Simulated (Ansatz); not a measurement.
System: rock-salt TiC. Method: Hartree–Fock in Ansatz (plane waves, PAW).

The input as run:

Ansatz 0.2 input:
```yaml
crystal:
  lattice:
    - [0.0, 2.2046189677, 2.2046189677]
    - [2.2046189677, 0.0, 2.2046189677]
    - [2.2046189677, 2.2046189677, 0.0]
  atoms:
    - { symbol: Ti, position: [0.0, 0.0, 0.0] }
    - { symbol: C, position: [0.5, 0.5, 0.5] }
basis:
  ecutwfc: 460
  ecutrho_ratio: 4
  xc_grid: 2
kpoints:
  mp_grid: { grid: [12, 12, 12] }
hamiltonian:
  xc: hf
  dispersion: none
  pseudopotentials: { kind: paw }
scf:
  occupations: { method: fermi_dirac, width: 0.05 }
  convergence: { dr2_threshold: 0.0000000002 }
output:
  forces: true
  stress: true
  eigenvalues: true
```

Question: How many irreducible k-points, plane waves at Γ does the program set up, and what pressure does the run end with?

Answer: 72 irreducible k-points, 531 plane waves at Γ; P = -6.74 GPa, so the cell is stretched on average and its volume would shrink at this level.

Excerpt of the program's output:

```
WARN output.stress: scf.exx.energy_threshold = 1e-6 eV is looser than the 2e-8 eV advised for a stress under a hybrid functional (1e-8 eV for each atom of the …
Crystal: 2 atoms, lattice volume = 21.430 Å³
Basis set: ecut = 460 eV, 531 PW (Γ), exchange–correlation on 48×48×48 points (8 copies of the dense FFT grid, shifted against one another)
Bands: 12, of which v1, the nominal top of the filled ones, is band 8 counted from 1 (7 counted from 0)
Symmetry: 48 space group operations
Space group: Fm-3m (ITA 225), of the structure as read, at distance tolerance 2.8e-5 Å
k-points: 72 of 1728
Functional: x = pbe(κ = 0.804, μ = 0.2195149727645171), c = none, warm-up for x = 0 pbe(κ = 0.804, μ = 0.2195149727645171) + 1 exact, c = none
SCF iter   1: F=—  HF=-2720.289902 eV  |F-HF|=—  |Δ(HF+E_count)|=         —  Δρ=2.36e-2  dr2=1.45e-1
SCF iter   2: F=—  HF=-2720.273521 eV  |F-HF|=—  |Δ(HF+E_count)|=   1.64e-2  Δρ=1.58e-2  dr2=6.73e-2
  ...
SCF 1 converged in 9 iterations: F = -2720.262968 eV  dr2 = 8.93e-11
Crystal: 2 atoms, lattice volume = 21.430 Å³
Initial density: handed on by an earlier stage of this run
Functional: x = 0 pbe(κ = 0.804, μ = 0.2195149727645171) + 1 exact, c = none
  ...
Crystal: 2 atoms, lattice volume = 21.430 Å³
SCF 3 converged in 8 iterations: F = -2720.899574 eV  dr2 = 1.42e-11
Crystal: 2 atoms, lattice volume = 21.430 Å³
SCF 4 converged in 7 iterations: F = -2721.037065 eV  dr2 = 1.17e-11
Crystal: 2 atoms, lattice volume = 21.430 Å³
SCF 5 converged in 6 iterations: F = -2721.071741 eV  dr2 = 2.93e-11
Crystal: 2 atoms, lattice volume = 21.430 Å³
SCF 6 converged in 6 iterations: F = -2721.086240 eV  dr2 = 2.96e-11
Crystal: 2 atoms, lattice volume = 21.430 Å³
SCF 7 converged in 7 iterations: F = -2721.094473 eV  dr2 = 8.30e-13
Crystal: 2 atoms, lattice volume = 21.430 Å³
SCF 8 converged in 6 iterations: F = -2721.096172 eV  dr2 = 1.24e-11
Crystal: 2 atoms, lattice volume = 21.430 Å³
Crystal: 2 atoms, lattice volume = 21.430 Å³
Crystal: 2 atoms, lattice volume = 21.430 Å³
SCF iter   3: F=—  HF=-2721.096582 eV  |F-HF|=—  |Δ(HF+E_count)|=   3.52e-9  Δρ=8.19e-7  dr2=3.93e-10
SCF iter   4: F=-2721.096582 eV  HF=-2721.096582 eV  |F-HF|=7.59e-11  |Δ(HF+E_count)|=  3.15e-10  Δρ=5.83e-7  dr2=1.61e-10
SCF 11 converged in 4 iterations: F = -2721.096582 eV  dr2 = 1.61e-10
Free energy (F): -2721.096582 eV
Internal energy: -2721.096582 eV  (E = F + TS)
E sigma→0 (E₀):  -2721.096582 eV
Fermi energy:    16.014527 eV
--- Forces (eV/Å), atoms counted from 1 ---
  atom   1  Ti    -0.00000000     0.00000000    -0.00000000
  atom   2  C      0.00000000    -0.00000000     0.00000000
--- Stress (GPa, compression-positive) ---
       -6.740643      -0.000000      -0.000000
        0.000000      -6.740643       0.000000
        0.000000      -0.000000      -6.740643
  P = ⅓ Tr σ = -6.7406 GPa (-67.406 kbar)
```

The cell is one volume of an energy–volume scan, off the minimum.

The PAW data were made under PBE.

Ansatz is a first-principles code.
